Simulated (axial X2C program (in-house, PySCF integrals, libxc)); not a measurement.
# Spectroscopic constants of MgP

All values were computed with an axial X2C code built on PySCF integrals. Spin-free means the one-electron spin-free X2C Hamiltonian; two-component (2c) means X2C with spin–orbit coupling and atomic mean-field two-electron Coulomb and Gaunt terms, so the difference of the two also holds small scalar two-electron terms. Basis: P dyall-v3z [8s7p2d1f], Mg dyall-cv3z [9s8p6d3f] (cores contracted in-house); Gaussian nuclei, density fitting, unrestricted open shells. Masses: P 30.974 u, Mg 23.985 u.

Input file and command:
```json
{
 "zs": [
  15,
  12
 ],
 "q": 0,
 "bas": [
  "dyall-v3z",
  "dyall-cv3z"
 ],
 "levels": [
  "PBE0",
  "HF",
  "r2SCAN"
 ],
 "cc": true,
 "r0": 2.34,
 "thr": -2.0,
 "nmax": 90,
 "npts": 10,
 "nst": 2,
 "ntry": 6
}
```
```bash
python so2c.py task.json out
```

Keys: zs atomic numbers; q charge; bas basis sets; levels methods; cc coupled cluster on or off; r0 starting distance in Å; thr threshold in hartree for freezing inner shells (an s shell follows its p shell); nmax most natural virtual spinors; npts points on the curve; nst determinants followed; ntry starts of the search. HF also brings MP2.

State, spin-free: M_S = 3/2, Λ = 0 (beyond evenly filled blocks: σα, π+α, π-α); electrons by block: σα: 9, σβ: 8, π+α: 3, π+β: 2, π-α: 3, π-β: 2. Fragments: P + Mg.

State, 2c: Ω = 3/2 (⟨Sz⟩ = 1.50, ⟨Lz⟩ = 0.00 at PBE0); electrons by block: 1/2: 11, -1/2: 11, 3/2: 3, -3/2: 2. Fragments: P + Mg.

```json
{"Hamiltonian": "spin-free", "level": "r2SCAN", "Re (Å)": "2.542", "ωe (cm⁻¹)": "309.2", "De (eV)": "0.968", "μ (D)": "1.97"}
{"Hamiltonian": "2c", "level": "PBE0", "Re (Å)": "2.534", "ωe (cm⁻¹)": "309.7", "De (eV)": "0.838", "μ (D)": "1.93"}
{"Hamiltonian": "2c", "level": "HF", "Re (Å)": "2.532", "ωe (cm⁻¹)": "317.8", "De (eV)": "0.275", "μ (D)": "2.51"}
{"Hamiltonian": "2c", "level": "MP2", "Re (Å)": "2.528", "ωe (cm⁻¹)": "324.3", "De (eV)": "0.541", "μ (D)": "n/a"}
{"Hamiltonian": "2c", "level": "CCSD", "Re (Å)": "2.543", "ωe (cm⁻¹)": "301.4", "De (eV)": "0.441", "μ (D)": "n/a"}
{"Hamiltonian": "2c", "level": "CCSD(T)", "Re (Å)": "2.546", "ωe (cm⁻¹)": "302.8", "De (eV)": "0.522", "μ (D)": "n/a"}
```

Spin-free values that have a 2c row agree with it to the digits that matter (0.001 Å, 0.01 eV) and are not repeated.

Correlated methods: 7 electrons correlated (number of frozen shells: P 2 s, 1 p; Mg 2 s, 1 p), 213 virtual spin orbitals or spinors in MP2, 87 natural virtuals in coupled cluster.

Dipoles are positive if Mg is the positive end.

The state is a single determinant with fixed occupations, the lowest that a limited PBE0 search found. De is counted from the lowest determinant-based energies of the atoms at the same level, without counterpoise correction. Density functionals use the spin component along the axis (collinear). CCSD and (T) use frozen natural virtuals with an MP2 correction for the truncation; (T) itself is uncorrected, so its De runs slightly low. Other states lie close and PBE0, whose exact exchange favours high spin, may order them wrongly; the determinant shown need not be the ground state. The nearest other spin-free determinant of the search, M_S = 1/2, Λ = 0, lies 0.15 eV up at the distance of the search. With several unpaired electrons one determinant need not be a pure state. Some points did not converge and are left out. This is the top spin component of a Σ state; components of lower Ω are not single determinants and can lie lower. The determinant is spin-polarised beyond a pure state at some levels (its spin-free form has ⟨S²⟩ too high), which makes Re and μ there less reliable. The stretched end of a curve changes character and is left out.

No reliable constants came from r2SCAN (2c): no minimum in range, unconverged points, a curve that is not smooth, a change of character along it, or the two Hamiltonians disagreeing along it.

Rough cost a point (2c) on 1 thread(s) of a shared host, integrals apart: PBE0 0.24 s, HF 0.17 s, CCSD(T) 2.1 s.

The whole task took 57 s on 1 thread of Arm Neoverse V2, on a shared host.
